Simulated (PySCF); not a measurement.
# The bond of SO, level by level, part 2 of 2

PySCF 2.14.0; S aug-cc-pV(D+d)Z, O aug-cc-pVDZ; no relativity. Earlier steps stand in the parts before.

## 8. LDA

Log of the SCF at 1.500 Å:

```text
[... 17 set-up lines left out, the same as in an earlier log ...]
XC functionals = LDA,VWN
    P. A. M. Dirac.,  Math. Proc. Cambridge Philos. Soc. 26, 376 (1930)
    F. Bloch.,  Z. Phys. 57, 545 (1929)
    S. H. Vosko, L. Wilk, and M. Nusair.,  Can. J. Phys. 58, 1200 (1980)
[... 2 set-up lines left out, the same as in an earlier log ...]
init E= -471.479080665748
cycle= 1 E= -471.481328141382  delta_E= -0.00225  |g|= 0.0539  |ddm|= 0.263
cycle= 2 E= -471.463391632909  delta_E= 0.0179  |g|= 0.212  |ddm|= 0.268
cycle= 3 E= -471.482631551133  delta_E= -0.0192  |g|= 0.00495  |ddm|= 0.211
cycle= 4 E= -471.482642484553  delta_E= -1.09e-05  |g|= 0.00067  |ddm|= 0.00607
cycle= 5 E= -471.482642686892  delta_E= -2.02e-07  |g|= 0.000251  |ddm|= 0.00143
cycle= 6 E= -471.482642723024  delta_E= -3.61e-08  |g|= 0.000111  |ddm|= 0.000507
cycle= 7 E= -471.48264272857  delta_E= -5.55e-09  |g|= 3.18e-05  |ddm|= 0.000134
cycle= 8 E= -471.482642729074  delta_E= -5.04e-10  |g|= 2.32e-06  |ddm|= 5.12e-05
Extra cycle  E= -471.482642729065  delta_E= 8.64e-12  |g|= 4.79e-06  |ddm|= 7.06e-06
converged SCF energy = -471.482642729065  <S^2> = 2.0027527  2S+1 = 3.0018346
```

Re = 1.509 Å, ωe = 1113 cm⁻¹, ωexe = 5.14 cm⁻¹, αe = 0.00510 cm⁻¹, Be = 0.6948 cm⁻¹, De = 7.03 eV, μ = -1.43 D. 2.3 s of CPU time for 12 points, integrals apart.

## 9. M06-L (meta-GGA)

Log of the SCF at 1.500 Å:

```text
[... 13 set-up lines left out, the same as in an earlier log ...]
max_memory 909 MB (current use 374 MB)
[... 3 set-up lines left out, the same as in an earlier log ...]
XC functionals = M06L
    Y. Zhao and D. G. Truhlar.,  J. Chem. Phys. 125, 194101 (2006)
    Y. Zhao and D. G. Truhlar.,  J. Chem. Phys. 125, 194101 (2006)
    Y. Zhao and D. G. Truhlar.,  Theor. Chem. Acc. 120, 215 (2008)
[... 2 set-up lines left out, the same as in an earlier log ...]
init E= -473.364875381262
cycle= 1 E= -473.366793566825  delta_E= -0.00192  |g|= 0.00811  |ddm|= 0.215
cycle= 2 E= -473.366576999854  delta_E= 0.000217  |g|= 0.0238  |ddm|= 0.0441
cycle= 3 E= -473.366840267976  delta_E= -0.000263  |g|= 0.00213  |ddm|= 0.0252
cycle= 4 E= -473.366842372698  delta_E= -2.1e-06  |g|= 0.000476  |ddm|= 0.00488
cycle= 5 E= -473.366842493872  delta_E= -1.21e-07  |g|= 7.95e-05  |ddm|= 0.00101
cycle= 6 E= -473.3668424998  delta_E= -5.93e-09  |g|= 6.08e-05  |ddm|= 0.000306
cycle= 7 E= -473.366842501536  delta_E= -1.74e-09  |g|= 2.26e-05  |ddm|= 0.000123
cycle= 8 E= -473.366842501801  delta_E= -2.65e-10  |g|= 1.33e-06  |ddm|= 3.68e-05
Extra cycle  E= -473.366842501798  delta_E= 3.18e-12  |g|= 3e-06  |ddm|= 5.42e-06
converged SCF energy = -473.366842501798  <S^2> = 2.0078214  2S+1 = 3.0052098
```

Re = 1.509 Å, ωe = 1128 cm⁻¹, ωexe = 5.53 cm⁻¹, αe = 0.00507 cm⁻¹, Be = 0.6945 cm⁻¹, De = 5.31 eV, μ = -1.37 D. 7.4 s of CPU time for 12 points, integrals apart.

## 10. PW91 (GGA)

The SCF at the reference distance, 1.500 Å, printed:

```text
[... 17 set-up lines left out, the same as in an earlier log ...]
XC functionals = PW91,PW91
    J. P. Perdew. In P. Ziesche and H. Eschrig, editors, Proceedings of the 75. WE-Heraeus-Seminar and 21st Annual International Symposium on Electronic Structure of Solids, 11. Berlin, 1991. Akademie Verlag.
    J. P. Perdew, J. A. Chevary, S. H. Vosko, K. A. Jackson, M. R. Pederson, D. J. Singh, and C. Fiolhais.,  Phys. Rev. B 46, 6671 (1992)
    J. P. Perdew, J. A. Chevary, S. H. Vosko, K. A. Jackson, M. R. Pederson, D. J. Singh, and C. Fiolhais.,  Phys. Rev. B 48, 4978 (1993)
    J. P. Perdew. In P. Ziesche and H. Eschrig, editors, Proceedings of the 75. WE-Heraeus-Seminar and 21st Annual International Symposium on Electronic Structure of Solids, 11. Berlin, 1991. Akademie Verlag.
    J. P. Perdew, J. A. Chevary, S. H. Vosko, K. A. Jackson, M. R. Pederson, D. J. Singh, and C. Fiolhais.,  Phys. Rev. B 46, 6671 (1992)
    J. P. Perdew, J. A. Chevary, S. H. Vosko, K. A. Jackson, M. R. Pederson, D. J. Singh, and C. Fiolhais.,  Phys. Rev. B 48, 4978 (1993)
[... 2 set-up lines left out, the same as in an earlier log ...]
init E= -473.353285607495
cycle= 1 E= -473.354788982342  delta_E= -0.0015  |g|= 0.0202  |ddm|= 0.202
cycle= 2 E= -473.352094246182  delta_E= 0.00269  |g|= 0.0812  |ddm|= 0.122
cycle= 3 E= -473.355021989643  delta_E= -0.00293  |g|= 0.00748  |ddm|= 0.0789
cycle= 4 E= -473.355054577486  delta_E= -3.26e-05  |g|= 0.00172  |ddm|= 0.0164
cycle= 5 E= -473.355055871944  delta_E= -1.29e-06  |g|= 0.000337  |ddm|= 0.00275
cycle= 6 E= -473.355055937554  delta_E= -6.56e-08  |g|= 0.000116  |ddm|= 0.000702
cycle= 7 E= -473.355055943783  delta_E= -6.23e-09  |g|= 2.08e-05  |ddm|= 0.000168
cycle= 8 E= -473.355055943997  delta_E= -2.14e-10  |g|= 1.61e-06  |ddm|= 2.86e-05
Extra cycle  E= -473.355055943997  delta_E= -7.96e-13  |g|= 8.18e-07  |ddm|= 6.37e-06
converged SCF energy = -473.355055943997  <S^2> = 2.0041516  2S+1 = 3.0027665
```

Re = 1.522 Å, ωe = 1077 cm⁻¹, ωexe = 5.15 cm⁻¹, αe = 0.00513 cm⁻¹, Be = 0.6825 cm⁻¹, De = 5.95 eV, μ = -1.44 D. 3.7 s of CPU time for 12 points, integrals apart.

## 11. CAM-B3LYP

Output of the SCF at 1.500 Å:

```text
[... 17 set-up lines left out, the same as in an earlier log ...]
XC functionals = CAMB3LYP
    T. Yanai, D. P. Tew, and N. C. Handy.,  Chem. Phys. Lett. 393, 51 (2004)
[... 2 set-up lines left out, the same as in an earlier log ...]
init E= -473.368122992628
cycle= 1 E= -473.368638490725  delta_E= -0.000515  |g|= 0.0199  |ddm|= 0.138
cycle= 2 E= -473.368257230672  delta_E= 0.000381  |g|= 0.0375  |ddm|= 0.0651
cycle= 3 E= -473.368802622989  delta_E= -0.000545  |g|= 0.00104  |ddm|= 0.0396
cycle= 4 E= -473.368803450825  delta_E= -8.28e-07  |g|= 0.000421  |ddm|= 0.0021
cycle= 5 E= -473.368803597411  delta_E= -1.47e-07  |g|= 0.000151  |ddm|= 0.00119
cycle= 6 E= -473.36880361804  delta_E= -2.06e-08  |g|= 3.41e-05  |ddm|= 0.000454
cycle= 7 E= -473.368803619938  delta_E= -1.9e-09  |g|= 1.61e-05  |ddm|= 0.000123
cycle= 8 E= -473.368803620251  delta_E= -3.13e-10  |g|= 2.61e-06  |ddm|= 6.62e-05
Extra cycle  E= -473.368803620254  delta_E= -3.41e-12  |g|= 3.35e-06  |ddm|= 8.05e-06
converged SCF energy = -473.368803620254  <S^2> = 2.0114048  2S+1 = 3.0075936
```

Re = 1.495 Å, ωe = 1171 cm⁻¹, ωexe = 4.87 cm⁻¹, αe = 0.00481 cm⁻¹, Be = 0.7077 cm⁻¹, De = 5.24 eV, μ = -1.62 D. 8.2 s of CPU time for 12 points, integrals apart.

## 12. ROHF (mean field)

The SCF at the reference distance, 1.500 Å, printed:

```text
******** <class 'pyscf.scf.hf_symm.SymAdaptedROHF'> ********
method = SymAdaptedROHF
[... 11 set-up lines left out, the same as in an earlier log ...]
max_memory 909 MB (current use 385 MB)
num. doubly occ = 11  num. singly occ = 2
Overwritten attributes  get_occ get_j get_hcore get_jk get_k  of <class 'pyscf.scf.hf_symm.SymAdaptedROHF'>
<class 'pyscf.scf.hf_symm.SymAdaptedROHF'> does not have attributes  refdm
[... 1 set-up line left out, the same as in an earlier log ...]
init E= -472.359394774296
cycle= 1 E= -472.354077974843  delta_E= 0.00532  |g|= 0.0485  |ddm|=  0.4
cycle= 2 E= -472.354730973724  delta_E= -0.000653  |g|= 0.038  |ddm|= 0.102
cycle= 3 E= -472.355330867037  delta_E= -0.0006  |g|= 0.0256  |ddm|= 0.0528
cycle= 4 E= -472.355649081223  delta_E= -0.000318  |g|= 0.0146  |ddm|= 0.0336
cycle= 5 E= -472.355826178154  delta_E= -0.000177  |g|= 0.00714  |ddm|= 0.0348
cycle= 6 E= -472.35588092581  delta_E= -5.47e-05  |g|= 0.00157  |ddm|= 0.0267
cycle= 7 E= -472.355883277775  delta_E= -2.35e-06  |g|= 0.000247  |ddm|= 0.00666
cycle= 8 E= -472.355883335489  delta_E= -5.77e-08  |g|= 4.36e-05  |ddm|= 0.000755
cycle= 9 E= -472.355883336212  delta_E= -7.22e-10  |g|= 4.96e-06  |ddm|= 0.000116
Extra cycle  E= -472.355883336232  delta_E= -2.03e-11  |g|= 5.39e-06  |ddm|= 1.3e-05
converged SCF energy = -472.355883336232
```

Re = 1.452 Å, ωe = 1328 cm⁻¹, ωexe = 5.06 cm⁻¹, αe = 0.00457 cm⁻¹, Be = 0.7504 cm⁻¹, De = 1.99 eV, μ = -2.07 D.

## 13. Adding correlation

Reference: ROHF; core orbitals frozen: 6.

Output of the coupled-cluster run at 1.500 Å:

```text
******** <class 'pyscf.cc.uccsd.UCCSD'> ********
CC2 = 0
CCSD nocc = (np.int64(7), np.int64(5)), nmo = (49, 49)
frozen orbitals [[0, 1, 2, 3, 4, 5], [0, 1, 2, 3, 4, 5]]
max_cycle = 80
direct = 0
conv_tol = 1e-07
conv_tol_normt = 1e-05
diis_space = 8
diis_start_cycle = 0
diis_start_energy_diff = 1e+09
max_memory 909 MB (current use 420 MB)
Init t2, MP2 energy = -0.333757687409421
Init E_corr(UCCSD) = -0.341728388304544
cycle = 1  E_corr(UCCSD) = -0.326081661225443  dE = 0.0156467271  norm(t1,t2) = 0.115939
cycle = 2  E_corr(UCCSD) = -0.343327715612954  dE = -0.0172460544  norm(t1,t2) = 0.043272
cycle = 3  E_corr(UCCSD) = -0.341401474703517  dE = 0.00192624091  norm(t1,t2) = 0.0291136
cycle = 4  E_corr(UCCSD) = -0.342880879371678  dE = -0.00147940467  norm(t1,t2) = 0.0112361
cycle = 5  E_corr(UCCSD) = -0.343306507346656  dE = -0.000425627975  norm(t1,t2) = 0.00391029
cycle = 6  E_corr(UCCSD) = -0.343011457470273  dE = 0.000295049876  norm(t1,t2) = 0.0014892
cycle = 7  E_corr(UCCSD) = -0.343000140382843  dE = 1.13170874e-05  norm(t1,t2) = 0.000329504
cycle = 8  E_corr(UCCSD) = -0.34301667929522  dE = -1.65389124e-05  norm(t1,t2) = 0.00014328
cycle = 9  E_corr(UCCSD) = -0.343015326795478  dE = 1.35249974e-06  norm(t1,t2) = 3.39815e-05
cycle = 10  E_corr(UCCSD) = -0.343014556110962  dE = 7.70684516e-07  norm(t1,t2) = 1.15637e-05
cycle = 11  E_corr(UCCSD) = -0.343014625262176  dE = -6.91512138e-08  norm(t1,t2) = 5.31018e-06
UCCSD converged
E(UCCSD) = -472.6988979614944  E_corr = -0.3430146252621759
UCCSD(T) correction = -0.0143586536658454
```

Correlation energy (eV) along the bond:

```
R (Å)      MP2  SCS-MP2     CCSD  CCSD(T)     T1
1.290   -8.343   -7.982      n/a      n/a    n/a
1.350   -8.603   -8.215   -8.841   -9.147  0.024
1.410   -8.872   -8.454   -9.038   -9.376  0.026
1.455   -9.080   -8.636   -9.186   -9.549  0.027
1.500   -9.291   -8.820   -9.334   -9.725  0.029
1.545   -9.504   -9.005   -9.481   -9.901  0.031
1.605   -9.784   -9.246   -9.676  -10.136  0.035
1.680  -10.085   -9.508   -9.913  -10.425  0.045
1.770  -10.097   -9.546  -10.176  -10.745  0.074
1.890   -9.235   -8.853      n/a      n/a    n/a
```

ROHF-MP2: No constants are quoted: the points don't follow one smooth fit.

ROHF-SCS-MP2: No constants are quoted: the points don't follow one smooth fit.

ROHF-CCSD: Re = 1.507 Å, ωe = 1132 cm⁻¹, ωexe = 5.25 cm⁻¹, αe = 0.00491 cm⁻¹, Be = 0.6960 cm⁻¹, De = 4.44 eV.

ROHF-CCSD(T): Re = 1.520 Å, ωe = 1080 cm⁻¹, ωexe = 5.43 cm⁻¹, αe = 0.00522 cm⁻¹, Be = 0.6840 cm⁻¹, De = 4.72 eV.

## 14. The curves together

Energy (eV) from each level's lowest point:

```csv
R (Å),ROHF,ROHF-MP2,ROHF-SCS-MP2,ROHF-CCSD,ROHF-CCSD(T),LDA,PBE,PW91,r²SCAN,M06-L,PBE0,CAM-B3LYP
1.290,1.257,2.166,2.028,n/a,n/a,1.843,2.022,1.994,1.859,1.895,1.751,1.726
1.350,0.437,1.086,0.974,0.857,0.942,0.847,0.970,0.951,0.854,0.873,0.773,0.756
1.410,0.065,0.444,0.363,0.287,0.340,0.286,0.358,0.347,0.288,0.296,0.238,0.228
1.455,0.000,0.171,0.116,0.074,0.102,0.076,0.112,0.105,0.076,0.079,0.050,0.045
1.500,0.073,0.034,0.005,0.000,0.000,0.000,0.003,0.000,0.000,0.000,0.000,0.000
1.545,0.253,0.000,0.000,0.032,0.003,0.028,0.000,0.000,0.029,0.028,0.056,0.061
1.605,0.613,0.081,0.119,0.198,0.129,0.186,0.119,0.122,0.189,0.190,0.253,0.266
1.680,1.195,0.361,0.438,0.542,0.421,0.518,0.407,0.412,0.526,0.528,0.638,0.661
1.770,1.982,1.136,1.188,1.067,0.888,1.037,0.877,0.883,1.053,1.052,1.223,1.261
1.890,2.928,2.945,2.827,n/a,n/a,1.826,1.608,1.614,1.854,1.842,2.100,2.164
```

The whole job (state search and all levels along the bond) took 1.4 min on 1 thread of Intel Xeon 6975P-C (shared host), peak memory 0.77 GiB.

## 15. Constants by level of theory

What follows sums up all 2 parts.

Lowest PBE0 solution found, without spin–orbit coupling: ³Σ⁻ (triplet), unpaired electrons π ↑↑. State 2 has its PBE0 minimum 0.32 eV higher, as a spin-mixed determinant (⟨S²⟩ = 1.01), so this is no gap between pure states. State 3 has its PBE0 minimum 1.34 eV higher. The other levels ran on the lowest alone.

| level | Re (Å) | ωe (cm⁻¹) | De (eV) | μ (D) |
| --- | --- | --- | --- | --- |
| ROHF | 1.452 | 1328 | 1.99 | -2.07 |
| ROHF-CCSD | 1.507 | 1132 | 4.44 | n/a |
| ROHF-CCSD(T) | 1.520 | 1080 | 4.72 | n/a |
| LDA | 1.509 | 1113 | 7.03 | -1.43 |
| PBE | 1.523 | 1076 | 5.93 | -1.42 |
| PW91 | 1.522 | 1077 | 5.95 | -1.44 |
| r²SCAN | 1.508 | 1119 | 5.54 | -1.42 |
| M06-L | 1.509 | 1128 | 5.31 | -1.37 |
| PBE0 | 1.497 | 1164 | 5.28 | -1.51 |
| CAM-B3LYP | 1.495 | 1171 | 5.24 | -1.62 |
| measured | 1.481087 | 1149.22 | n/a | n/a |

De is counted to S + O in their ground configurations. A positive dipole means S(−)O(+). No constants: ROHF-MP2 (the points don't follow one smooth fit); ROHF-SCS-MP2 (the points don't follow one smooth fit).

Measured values: Huber and Herzberg, Constants of Diatomic Molecules, 1979.

Differences from the measured constants:

| level | Re (mÅ) | ωe (%) |
| --- | --- | --- |
| ROHF | -29 | +15.6 |
| ROHF-CCSD | +26 | -1.5 |
| ROHF-CCSD(T) | +39 | -6.0 |
| LDA | +27 | -3.2 |
| PBE | +42 | -6.3 |
| PW91 | +41 | -6.3 |
| r²SCAN | +27 | -2.6 |
| M06-L | +28 | -1.8 |
| PBE0 | +16 | +1.3 |
| CAM-B3LYP | +14 | +1.9 |

Time per point (s) on 1 thread of Intel Xeon 6975P-C, shared host (CPU time, shared integrals of 0.069 s apart; correlated levels include their reference; CCSD comes with the CCSD(T) run); the times are rough: ROHF 0.093, ROHF-CCSD(T) 2.8, LDA 0.19, PBE 0.41, PW91 0.31, r²SCAN 0.46, M06-L 0.62, PBE0 0.61, CAM-B3LYP 0.68.

What this shows: Judged by the measured constants: best bond length CAM-B3LYP (+14 mÅ), worst PBE (+42 mÅ); best wavenumber PBE0 (+1.3 %), worst ROHF (+15.6 %). Hartree–Fock makes the bond too short and too stiff against this reference, as it mostly does. PBE has the long and soft bond that GGAs tend to give. In a basis this small the correlated methods are far from their limit, so the ranking is that of method and basis together. Of the levels with a De here, ROHF gives the least (1.99 eV) and LDA the most (7.03 eV).

Correlated steps freeze 6 core orbitals. T1 is 0.029 near the minimum (highest on the curve 0.074), which may point to more than one leading configuration.
